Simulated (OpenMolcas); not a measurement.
# KT2/ANO-RCC-VDZ (DKH1) run of C2ClF3 (chlorotrifluoroethylene), part 2 of 2

OpenMolcas 26.06.

## Step 3: The doublet cation at the same level

Contents of job.inp:

```
* C2ClF3 Kohn-Sham DFT
>>> EXPORT MOLCAS_PRINT=2

&gateway
 coord
 6
 bohr
 F      1.42390863    -3.15427416     0.24906590
 C     -0.14558450    -1.22219927     0.44529506
 F     -2.22483126    -1.85108123     1.67713194
 C      0.28561321     1.08077217    -0.47241263
 F      2.42799571     1.58963762    -1.70001652
 Cl    -1.76712069     3.55716377    -0.19904485
 basis=ANO-RCC-VDZ
 group=NoSym

&seward
 relativistic=R01O00
 expert

&scf
 uhf
 charge=1
 spin=2
 ksdft=KT2
 prorbitals=1 1
```

The run is started by

```
$ export MOLCAS_MEM=1860
$ pymolcas job.inp > job.log
```

Output:

```text
--- Start Module: gateway ---

                                              &GATEWAY

                       available to each process: 1.9 GB of memory, 1 thread

++    Symmetry information:
      ---------------------

                    Character Table for C1

                             E
                    a        1  x, y, xy, Rz, z, xz, Ry, yz, Rx, I
--

++    Basis set information:
      ----------------------

      Basis set label: F.ANO-RCC...3S2P.

      Electronic valence basis set:
      ------------------
      Associated Effective Charge   9.000000 au
      Associated Actual Charge      9.000000 au
      Nuclear Model: Point charge

      Shell  nPrim  nBasis  Cartesian Spherical Contaminant
         s      14       3        X
         p       9       2        X

      Basis set label: C.ANO-RCC...3S2P.

      Electronic valence basis set:
      ------------------
      Associated Effective Charge   6.000000 au
      Associated Actual Charge      6.000000 au
      Nuclear Model: Point charge

      Shell  nPrim  nBasis  Cartesian Spherical Contaminant
         s      14       3        X
         p       9       2        X

      Basis set label: F.ANO-RCC...3S2P.

      Electronic valence basis set:
      ------------------
      Associated Effective Charge   9.000000 au
      Associated Actual Charge      9.000000 au
      Nuclear Model: Point charge

      Shell  nPrim  nBasis  Cartesian Spherical Contaminant
         s      14       3        X
         p       9       2        X

      Basis set label: C.ANO-RCC...3S2P.

      Electronic valence basis set:
      ------------------
      Associated Effective Charge   6.000000 au
      Associated Actual Charge      6.000000 au
      Nuclear Model: Point charge

      Shell  nPrim  nBasis  Cartesian Spherical Contaminant
         s      14       3        X
         p       9       2        X

      Basis set label: F.ANO-RCC...3S2P.

      Electronic valence basis set:
      ------------------
      Associated Effective Charge   9.000000 au
      Associated Actual Charge      9.000000 au
      Nuclear Model: Point charge

      Shell  nPrim  nBasis  Cartesian Spherical Contaminant
         s      14       3        X
         p       9       2        X

      Basis set label: CL.ANO-RCC...4S3P.

      Electronic valence basis set:
      ------------------
      Associated Effective Charge  17.000000 au
      Associated Actual Charge     17.000000 au
      Nuclear Model: Point charge

      Shell  nPrim  nBasis  Cartesian Spherical Contaminant
         s      17       4        X
         p      12       3        X
--

++    Molecular structure info:
      -------------------------

                    ************************************************
                    **** Cartesian Coordinates / bohr, angstrom ****
                    ************************************************

     Center  Label                x              y              z                     x              y              z
        1      F1               1.423909      -3.154274       0.249066              0.753500      -1.669170       0.131800
        2      C2              -0.145585      -1.222199       0.445295             -0.077040      -0.646760       0.235640
        3      F3              -2.224831      -1.851081       1.677132             -1.177330      -0.979550       0.887500
        4      C4               0.285613       1.080772      -0.472413              0.151140       0.571920      -0.249990
        5      F5               2.427996       1.589638      -1.700017              1.284840       0.841200      -0.899610
        6      CL6             -1.767121       3.557164      -0.199045             -0.935120       1.882370      -0.105330

                    ***************************************
                    *    InterNuclear Distances / bohr    *
                    ***************************************

               1 F1            2 C2            3 F3            4 C4            5 F5            6 CL6
    1 F1       0.000000
    2 C2       2.496944        0.000000
    3 F3       4.129284        2.497235        0.000000
    4 C4       4.444307        2.516306        4.417990        0.000000
    5 F5       5.226070        4.374026        6.700185        2.521063        0.000000
    6 CL6      7.444922        5.087914        5.742704        3.228151        4.870634        0.000000

                    *******************************************
                    *    InterNuclear Distances / angstrom    *
                    *******************************************

               1 F1            2 C2            3 F3            4 C4            5 F5            6 CL6
    1 F1       0.000000
    2 C2       1.321326        0.000000
    3 F3       2.185123        1.321480        0.000000
    4 C4       2.351826        1.331572        2.337900        0.000000
    5 F5       2.765517        2.314635        3.545585        1.334089        0.000000
    6 CL6      3.939683        2.692408        3.038908        1.708264        2.577429        0.000000

                    **************************************
                    *    Valence Bond Angles / degree    *
                    **************************************
                          Atom centers                 Phi
                      1 F1       2 C2       3 F3       111.55
                      1 F1       2 C2       4 C4       124.88
                      3 F3       2 C2       4 C4       123.58
                      2 C2       4 C4       5 F5       120.53

[... 19 lines left out ...]
 ###    WARNING:  EXPERT option is ON!                                       ###
[... 53 lines left out ...]
      Nuclear repulsion energy =  293.15044707
[... 62 lines left out ...]
++ Convergence information
                               UHF KT2        iterations: Energy and convergence statistics
[... 25 lines left out ...]
       Convergence after  21 Iterations
[... 3 lines left out ...]
 *                                             SCF/KS-DFT Program, Final results                                             *
 *                                                       Final Results                                                       *
[... 65 lines left out ...]
          Orbital            1         2         3         4         5         6         7         8         9        10
          Energy         -102.3905  -25.0832  -25.0819  -25.0750  -10.7391  -10.7074   -9.7624   -7.4707   -7.4573   -7.4545
          Occ. No.          1.0000    1.0000    1.0000    1.0000    1.0000    1.0000    1.0000    1.0000    1.0000    1.0000

          Orbital           11        12        13        14        15        16        17        18        19        20
          Energy           -1.5306   -1.4865   -1.4690   -1.1471   -1.0404   -0.8670   -0.8244   -0.8100   -0.7663   -0.7447
          Occ. No.          1.0000    1.0000    1.0000    1.0000    1.0000    1.0000    1.0000    1.0000    1.0000    1.0000

          Orbital           21        22        23        24        25        26        27        28        29        30
          Energy           -0.7039   -0.6876   -0.6656   -0.6564   -0.6451   -0.5952   -0.5747   -0.4994   -0.3045   -0.3019
          Occ. No.          1.0000    1.0000    1.0000    1.0000    1.0000    1.0000    1.0000    0.0000    0.0000    0.0000

          Orbital           31        32        33
          Energy           -0.2548   -0.2085   -0.0501
          Occ. No.          0.0000    0.0000    0.0000

--

++    Molecular charges:
      ------------------

      Mulliken charges per centre and basis function type
      ---------------------------------------------------

                            F1                      C2                      F3                      C4                      F5                      CL6
                     alpha        beta       alpha        beta       alpha        beta       alpha        beta       alpha        beta       alpha        beta
      1s           1.0005      1.0005      1.0032      1.0033      1.0005      1.0005      1.0034      1.0035      1.0004      1.0004      1.0000      1.0000
      2s           0.9821      0.9815      0.5153      0.4930      0.9818      0.9812      0.6042      0.5912      0.9839      0.9834      1.0000      1.0000
      2px          0.8528      0.8398      0.3573      0.2992      0.7726      0.7637      0.4212      0.3759      0.7584      0.7483      1.0000      1.0000
[... 13 lines of this table left out ...]
      Charge           -0.0076                  0.5346                 -0.0239                 -0.0306                  0.0018                  0.5257

      Total electronic charge=   55.000000

      Total            charge=    1.000000
--

++    Static properties:
      ------------------

      LoProp Charges per center

                   F1       C2       F3       C4       F5       CL6
      Nuclear      9.0000   6.0000   9.0000   6.0000   9.0000  17.0000
      Electronic  -9.0509  -5.4355  -9.0625  -5.7433  -9.0633 -16.6445

      Total       -0.0509   0.5645  -0.0625   0.2567  -0.0633   0.3555
--

++    Natural Bond Order analysis
      ---------------------------
      Based on LoProp computed density
      -------------------------------------------------------------------------------------
      Atom A       Atom B       Bond Order
      -------------------------------------------------------------------------------------
      NBO located      0.999 non-bonded electrons on atom F1
      NBO located      0.926 non-bonded electrons on atom F1
      NBO located      0.985 non-bonded electrons on atom C2
      NBO located      0.984 non-bonded electrons on atom F3
      NBO located      1.008 non-bonded electrons on atom F3
      NBO located      0.998 non-bonded electrons on atom F3
      NBO located      0.987 non-bonded electrons on atom C4
      NBO located      1.006 non-bonded electrons on atom F5
      NBO located      0.998 non-bonded electrons on atom F5
      NBO located      0.973 non-bonded electrons on atom F5
      NBO located      0.991 non-bonded electrons on atom CL6
      NBO located      0.999 non-bonded electrons on atom CL6
      NBO located      0.999 non-bonded electrons on atom CL6
      NBO located      1.000 non-bonded electrons on atom CL6
      NBO located      1.000 non-bonded electrons on atom CL6
      NBO located      1.000 non-bonded electrons on atom CL6
      The remaining   12.231 electrons are to be considered as diffuse
--

++    Molecular orbitals:
      -------------------

      Title: Natural orbitals

      Molecular orbitals for symmetry species 1: a

          Orbital            1         2         3         4         5         6         7         8         9        10
          Energy         -102.3910  -25.0499  -25.0297  -25.0088  -10.4708   -9.8569   -7.4729   -7.4548   -7.4580  -10.6411
          Occ. No.          2.0000    2.0000    2.0000    2.0000    2.0000    2.0000    2.0000    2.0000    2.0000    2.0000

          Orbital           11        12        13        14        15        16        17        18        19        20
          Energy           -1.2060   -0.7776   -1.3987   -1.3963   -0.8209   -1.1084   -0.9874   -1.1014   -0.7044   -0.7678
          Occ. No.          2.0000    2.0000    2.0000    2.0000    2.0000    2.0000    2.0000    2.0000    2.0000    2.0000

          Orbital           21        22        23        24        25        26        27        28        29        30
          Energy           -0.6597   -0.8242   -0.9462   -0.6612   -0.7023   -0.8881   -0.7489   -0.5152   -0.1288   -0.1920
          Occ. No.          2.0000    2.0000    2.0000    2.0000    1.9999    1.9999    1.9998    1.0000    0.0002    0.0001

          Orbital           31        32        33        34        35        36        37        38        39        40
          Energy            0.0745    0.2210   -0.1596   -0.2295    0.3763   -0.0367    0.0815    0.1869    0.4568    0.3948
          Occ. No.          0.0001    0.0000    0.0000    0.0000    0.0000    0.0000    0.0000    0.0000    0.0000    0.0000

          Orbital           41        42        43        44        45        46        47        48        49        50
          Energy            0.3323    0.9231    1.0450    0.7113    0.5850    0.9727    0.3799    0.2171    1.2426    0.3609
          Occ. No.          0.0000    0.0000    0.0000    0.0000    0.0000    0.0000    0.0000    0.0000    0.0000    0.0000

          Orbital           51        52        53        54        55        56
          Energy            0.8295    0.8581    0.6146    0.5155    0.6783    0.1187
          Occ. No.          0.0000    0.0000    0.0000    0.0000    0.0000    0.0000

--

++    Molecular properties:
      ---------------------

      Charge (e):
                      =    1.0000
      Dipole Moment (debye):
      Origin of the operator (angstrom)=   -0.1333    0.2638   -0.0136
                   X= -7.4005E-01               Y=  9.1300E-01               Z=  9.2337E-02           Total=  1.1789E+00
      Center of Charge (angstrom)
                     X=   -0.28733159               Y=    0.45383796               Z=    0.00558581
      Quadrupole Moment (debye*angstrom):
      Origin of the operator (angstrom)=   -0.1333    0.2638   -0.0136
                  XX= -3.4012E+01              XY= -2.7606E+00              XZ=  7.4908E-01              YY= -2.8292E+01
                  YZ= -4.1619E-01              ZZ= -3.4443E+01
      In traceless form (debye*angstrom)
                  XX= -2.6444E+00              XY= -4.1410E+00              XZ=  1.1236E+00              YY=  5.9354E+00
                  YZ= -6.2429E-01              ZZ= -3.2910E+00
--

--- Stop Module: scf /rc=_RC_ALL_IS_WELL_ ---
--- Module scf spent 10 seconds ---

.##################.
.# Happy landing! #.
.##################.

    Timing: Wall=13.43 User=11.59 System=1.83
```

Wall time 14 s (1 thread of Arm Neoverse V1, shared host); peak memory 0.4 GiB.

## Step 4: Outcome

This closing draws on all 2 parts.

At KT2/ANO-RCC-VDZ (DKH1):

| quantity | value |
| --- | --- |
| singlet C2ClF3: total energy | -846.60037 Eh |
| singlet C2ClF3: dipole moment | 0.70 D |
| singlet C2ClF3: HOMO energy | -6.76 eV |
| singlet C2ClF3: LUMO energy | -1.37 eV |
| singlet C2ClF3: HOMO–LUMO gap | 5.38 eV |
| doublet cation: total energy | -846.22626 Eh |
| doublet cation: HOMO energy (highest over α and β) | -14.44 eV |
| doublet cation: LUMO energy (lowest over α and β) | -13.59 eV |
| doublet cation: ⟨S²⟩ | 0.751 |
| vertical ionisation energy (to the doublet cation) | 10.180 eV |

In words: The vertical ionisation energy comes to 10.18 eV (235 kcal/mol). −ε(HOMO) before ionisation, 6.76 eV, is 3.42 eV below this ionisation energy. Mulliken charges (singlet C2ClF3) run from -0.17 on F3 to +0.40 on C2.
